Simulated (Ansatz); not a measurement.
**A ladder of methods for BH2OF (SMILES OBF)**

BH2OF has 5 atoms, charge 0, and is taken as a singlet. As SMILES, `OBF`. Geometry: relaxed at PBE0-D4/def2-TZVP. This is one conformer, not always the lowest.

```xyz
5

O    -0.9654    0.1574    0.1569
B     0.3650   -0.0302    0.2011
F     1.0392   -0.3237   -0.9095
H    -1.3372    0.0574   -0.7258
H     0.9483    0.0654    1.2360
```

Each level gives the energy change with the O1–B2 bond stretched from 1.344 to 1.680 Å (eV). The values are calculated.

| level | kind | program | value (eV) | less FCI/STO-3G | CPU time (all runs) |
| --- | --- | --- | --- | --- | --- |
| HF/STO-3G (restricted) | Hartree–Fock | Ansatz | 1.91 | +0.39 | 0.16 s |
| SVWN5/STO-3G (restricted) | LDA | Ansatz | 1.53 | +0.01 | 1.2 s |
| revPBE/STO-3G (restricted) | GGA | Ansatz | 1.24 | -0.28 | 1.8 s |
| r2SCAN0/STO-3G (restricted) | hybrid meta-GGA | Ansatz | 1.69 | +0.17 | 4.5 s |
| RPA@PBE/STO-3G (restricted) | RPA | Ansatz | 1.35 | -0.17 | 2.7 s |
| MP2/STO-3G (restricted) | perturbation theory | Ansatz | 1.73 | +0.21 | 0.18 s |
| CCSD/STO-3G (restricted) | coupled cluster or CI | Ansatz | 1.59 | +0.07 | 0.35 s |
| CCSDT(Q)/STO-3G (restricted) | coupled cluster or CI | Ansatz | 1.51 | -0.01 | 1.6 s |
| FCI/STO-3G | exact in the basis | Ansatz | 1.52 | 0.00 | 20 s |

FCI/STO-3G is exact within its basis and frozen core, so for wave-function methods in that basis the difference is their error; functionals converge differently with the basis, so for them it is only a difference. The first shape isn't each level's own minimum. The values span 1.24 to 1.91 eV. All rows use very small basis sets, so even the best lies far from the true value. Times are those of the runs behind each value, whatever else they computed, on shared processors of several kinds: orders of magnitude only.
